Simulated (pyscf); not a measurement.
Cl–SnH₂–Cl → Cl–Sn:–Cl [singlet] + hydrogen (H₂), a 1,1-elimination (singlet surface; H–Sn, H–Sn broken, H–H formed). Single points on ωB97X-D3(BJ)/def2-SVP structures (PySCF, gas phase). Energies in kJ/mol from the reactant's lowest minimum found.

Small-basis levels: PySCF, no dispersion term, spherical d functions. 

Task: In single points B3LYP/6-31G*+LANL2DZ puts the saddle at 276.7 kJ/mol and the reaction energy at -23.7 kJ/mol. Should these be trusted to within a few kcal/mol? Compare with ωB97M-D3(BJ)/def2-TZVP.

Result: ωB97M-D3(BJ)/def2-TZVP gives ΔE‡ = 275.0 kJ/mol and ΔE = -23.0 kJ/mol. B3LYP/6-31G*+LANL2DZ lies 1.7 kJ/mol over it in the barrier and 0.7 kJ/mol under it in the reaction energy, so on this step it holds to within 12.6 kJ/mol. ωB97M-D3(BJ)/def2-TZVP has limits of its own. This is the saddle that the search found; another between the same sides may lie lower. In the def2 sets elements past Kr carry core potentials, without spin-orbit coupling.
